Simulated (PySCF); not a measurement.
## Basis-set dependence of population analyses: `CC(C)(C)F`

Compound: C4H9F.
Bonds: C1–C2, C2–C3, C2–C4, C2–F5. Hydrogens: H6, H7, H8 on C1; H9, H10, H11 on C3; H12, H13, H14 on C4.

PBE0 throughout (PySCF), one geometry, spherical d and f functions. Geometry: PBE0-D3(BJ)/def2-SVP; no solvent, vibrations or thermal averaging. Atoms taken as equivalent share a column and are averaged.

Mulliken charges (e):

```json
{"basis": "STO-3G", "functions": "34", "C1/C3/C4": "-0.243", "C2": "+0.130", "F5": "-0.130", "H6 (×9)": "+0.081"}
{"basis": "6-31G", "functions": "63", "C1/C3/C4": "-0.487", "C2": "+0.276", "F5": "-0.359", "H6 (×9)": "+0.172"}
{"basis": "pcSseg-0", "functions": "63", "C1/C3/C4": "-0.578", "C2": "+0.017", "F5": "-0.394", "H6 (×9)": "+0.234"}
{"basis": "6-31G*", "functions": "88", "C1/C3/C4": "-0.548", "C2": "+0.406", "F5": "-0.371", "H6 (×9)": "+0.179"}
{"basis": "def2-SVP", "functions": "115", "C1/C3/C4": "-0.025", "C2": "-0.037", "F5": "-0.286", "H6 (×9)": "+0.044"}
{"basis": "cc-pVDZ", "functions": "115", "C1/C3/C4": "-0.021", "C2": "-0.081", "F5": "-0.254", "H6 (×9)": "+0.044"}
{"basis": "pcSseg-1", "functions": "130", "C1/C3/C4": "-0.218", "C2": "-0.072", "F5": "-0.340", "H6 (×9)": "+0.118"}
{"basis": "6-311+G(2d,p)", "functions": "189", "C1/C3/C4": "-0.505", "C2": "+0.414", "F5": "-0.293", "H6 (×9)": "+0.155"}
{"basis": "aug-cc-pVDZ", "functions": "196", "C1/C3/C4": "+0.689", "C2": "-0.769", "F5": "-0.605", "H6 (×9)": "-0.077"}
{"basis": "def2-TZVP", "functions": "209", "C1/C3/C4": "-0.360", "C2": "+0.202", "F5": "-0.233", "H6 (×9)": "+0.123"}
{"basis": "IGLO-III", "functions": "265", "C1/C3/C4": "-0.403", "C2": "+0.318", "F5": "-0.275", "H6 (×9)": "+0.130"}
{"basis": "cc-pVTZ", "functions": "276", "C1/C3/C4": "-0.289", "C2": "+0.247", "F5": "-0.241", "H6 (×9)": "+0.096"}
{"basis": "pcSseg-2", "functions": "306", "C1/C3/C4": "-0.073", "C2": "+0.236", "F5": "-0.319", "H6 (×9)": "+0.034"}
```

IAO charges (e):

| basis | functions | C1/C3/C4 | C2 | F5 | H6 (×9) |
| --- | --- | --- | --- | --- | --- |
| STO-3G | 34 | -0.408 | +0.154 | -0.151 | +0.136 |
| 6-31G | 63 | -0.446 | +0.312 | -0.330 | +0.151 |
| pcSseg-0 | 63 | -0.435 | +0.286 | -0.315 | +0.148 |
| 6-31G* | 88 | -0.426 | +0.334 | -0.336 | +0.142 |
| def2-SVP | 115 | -0.416 | +0.334 | -0.340 | +0.139 |
| cc-pVDZ | 115 | -0.427 | +0.338 | -0.339 | +0.142 |
| pcSseg-1 | 130 | -0.424 | +0.333 | -0.346 | +0.143 |
| 6-311+G(2d,p) | 189 | -0.437 | +0.337 | -0.354 | +0.148 |
| aug-cc-pVDZ | 196 | -0.435 | +0.339 | -0.354 | +0.147 |
| def2-TZVP | 209 | -0.438 | +0.341 | -0.353 | +0.147 |
| IGLO-III | 265 | -0.438 | +0.338 | -0.354 | +0.148 |
| cc-pVTZ | 276 | -0.439 | +0.341 | -0.350 | +0.147 |
| pcSseg-2 | 306 | -0.438 | +0.340 | -0.354 | +0.147 |

Hirshfeld charges (e):

| basis | functions | C1/C3/C4 | C2 | F5 | H6 (×9) |
| --- | --- | --- | --- | --- | --- |
| STO-3G | 34 | -0.053 | +0.114 | -0.104 | +0.017 |
| 6-31G | 63 | -0.111 | +0.123 | -0.146 | +0.039 |
| pcSseg-0 | 63 | -0.115 | +0.132 | -0.137 | +0.039 |
| 6-31G* | 88 | -0.110 | +0.115 | -0.134 | +0.039 |
| def2-SVP | 115 | -0.124 | +0.116 | -0.123 | +0.042 |
| cc-pVDZ | 115 | -0.121 | +0.111 | -0.115 | +0.041 |
| pcSseg-1 | 130 | -0.126 | +0.110 | -0.122 | +0.043 |
| 6-311+G(2d,p) | 189 | -0.125 | +0.095 | -0.128 | +0.045 |
| aug-cc-pVDZ | 196 | -0.132 | +0.098 | -0.123 | +0.047 |
| def2-TZVP | 209 | -0.128 | +0.100 | -0.124 | +0.045 |
| IGLO-III | 265 | -0.132 | +0.099 | -0.123 | +0.047 |
| cc-pVTZ | 276 | -0.129 | +0.103 | -0.120 | +0.045 |
| pcSseg-2 | 306 | -0.132 | +0.100 | -0.123 | +0.047 |

ESP-fitted charges (e):

```csv
basis,functions,C1/C3/C4,C2,F5,H6 (×9)
STO-3G,34,-0.585,+0.668,-0.198,+0.143
6-31G,63,-0.599,+0.782,-0.349,+0.151
pcSseg-0,63,-0.742,+0.968,-0.374,+0.181
6-31G*,88,-0.626,+0.770,-0.293,+0.156
def2-SVP,115,-0.552,+0.748,-0.318,+0.136
cc-pVDZ,115,-0.558,+0.747,-0.306,+0.137
pcSseg-1,130,-0.611,+0.812,-0.336,+0.151
"6-311+G(2d,p)",189,-0.683,+0.888,-0.352,+0.168
aug-cc-pVDZ,196,-0.663,+0.856,-0.342,+0.164
def2-TZVP,209,-0.678,+0.874,-0.337,+0.166
IGLO-III,265,-0.660,+0.843,-0.337,+0.164
cc-pVTZ,276,-0.654,+0.832,-0.320,+0.161
pcSseg-2,306,-0.678,+0.885,-0.349,+0.167
```

Some averages cover members that differ in this geometry, most widely: H6 (×9), Mulliken in aug-cc-pVDZ -0.105 to -0.022 e.

**Question.** Which scheme is steadiest as the basis changes?

**Answer.** Largest range over the bases for any column: Hirshfeld 0.08 e, IAO 0.20 e, ESP-fitted 0.30 e, Mulliken 1.27 e. Hirshfeld charges move least and Mulliken charges most, counted in e. Without the minimal STO-3G basis the ranges are Hirshfeld 0.04, IAO 0.05, ESP-fitted 0.22, Mulliken 1.27 e.

**Question.** How much do the charges still move between the two largest bases, cc-pVTZ and pcSseg-2?

**Answer.** At most, over all atoms: Mulliken 0.217 e, IAO 0.004 e, Hirshfeld 0.004 e, ESP-fitted 0.053 e.

**Question.** What do the same runs give for the total energy, the frontier levels and the dipole moment?

**Answer.** 
```
        basis  energy (Eh)  HOMO (eV)  LUMO (eV)  μ (D)
       STO-3G    -254.1044      -4.75       8.29   1.04
        6-31G    -257.3464      -8.85       2.50   1.99
     pcSseg-0    -256.8202      -8.97       1.95   2.01
       6-31G*    -257.3991      -8.78       2.57   1.64
     def2-SVP    -257.2166      -8.98       1.64   1.78
      cc-pVDZ    -257.4164      -8.89       1.72   1.69
     pcSseg-1    -257.3792      -9.10       1.32   1.88
6-311+G(2d,p)    -257.4865      -9.15       0.27   1.95
  aug-cc-pVDZ    -257.4375      -9.11      -0.12   1.90
    def2-TZVP    -257.5074      -9.10       1.03   1.83
     IGLO-III    -257.5157      -9.13       0.64   1.88
      cc-pVTZ    -257.4994      -9.06       1.10   1.76
     pcSseg-2    -257.5092      -9.13       0.51   1.90
```

The dipole is fixed by the density alone, so its range of 0.97 D shows that the density itself changes with the basis, not only its division among atoms.
